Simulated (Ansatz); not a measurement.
This geometry of CH5SSi (8 atoms, charge -1, multiplicity 1) is a first-order saddle point.

Computed with RKS LDA/def2-SVP (Ansatz).

```xyz
8
Properties=species:S:1:pos:R:3
Si -0.828 0.686 -0.590
C 0.503 0.119 0.585
S 1.143 -1.712 0.535
H -2.272 0.593 -0.197
H -0.449 1.325 -1.892
H 0.178 0.263 1.637
H 1.413 0.739 0.437
H 0.312 -2.014 -0.514
```

**Question.** Which two structures does it join? (They come from a converged band through this point; their orientation in space is the band's.)

**Answer.** No bond is made or broken. The height of Si1 over the plane of its neighbours goes from 0.88 to -0.92 Å.

Image 0:

```xyz
8
Properties=species:S:1:pos:R:3
Si -0.658 0.200 -1.095
C 0.556 0.142 0.455
S 0.756 -1.591 0.955
H -1.985 0.262 -0.274
H -0.628 1.757 -1.298
H 0.162 0.707 1.330
H 1.546 0.576 0.185
H 0.251 -2.053 -0.258
```

Image 8:

```xyz
8
Properties=species:S:1:pos:R:3
Si -0.844 1.115 -0.531
C 0.475 0.291 0.665
S 0.876 -1.476 0.419
H -1.849 -0.081 -0.397
H -0.206 0.492 -1.820
H 0.115 0.417 1.713
H 1.424 0.870 0.581
H 0.009 -1.629 -0.630
```

**Question.** How far does it lie above each of them?

**Answer.** 1.33 eV above the first and 1.35 eV above the second. This is the barrier of this one path; another mechanism may lie lower. Limits of this set-up: an anion without diffuse functions, the dipole of an ion depends on the origin.

Time of the run: 100 s on 1 thread of Arm Neoverse V1, on a shared host, peak memory 0.13 GiB.
